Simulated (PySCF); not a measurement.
Species: 2-ethyl-1-butene, C₆H₁₂.
Bonds: C1–C2 (double), C2–C3, C3–C4, C2–C5, C5–C6. Hydrogens: H7, H8 on C1; H9, H10 on C3; H11, H12, H13 on C4; H14, H15 on C5; H16, H17, H18 on C6.

Structure optimised with GFN2-xTB, isolated species.

(1) Give the optimised bond lengths and angles.

Results:

(1) 
```tsv
bond	length (bohr)
C1=C2	2.501
C2–C3, C2–C5	2.843
C3–C4, C5–C6	2.890
C1–H7, C1–H8	2.036
C3–H9 and 3 like bonds	2.064
C4–H11 and 5 like bonds	2.055
```

Bonds in one row agree within 0.02 bohr and their mean is given. A selection of angles:
```tsv
angle	degrees
C2–C1–H7	122.0
H7–C1–H8	116.0
C1–C2–C3	121.3
C3–C2–C5	117.4
C2–C3–C4	112.3
C2–C3–H9	109.8
C4–C3–H9	109.1
H9–C3–H10	107.7
C3–C4–H11	110.2
C3–C4–H12	111.1
H11–C4–H12	108.2
H11–C4–H13	108.5
```

Dihedral angles: C1–C2–C3–C4 112° (anticlinal); C1–C2–C5–C6 112° (anticlinal). The mirror-image conformer, all signs reversed, is as good.

Of the pairs four or more bonds apart, H9···H18 is among the closest relative to their van der Waals radii: 2.28 Å, 95 % of the sum of Bondi's values. The C–C distances run from 1.324 Å (C1=C2, drawn double) to 1.529 Å (C3–C4, drawn single), a spread of 0.205 Å.

Point group: C2 (tolerance 0.08 Å). Not checked by GFN2-xTB frequencies. The numbers are those of one conformer.

All values are computed, not measured.
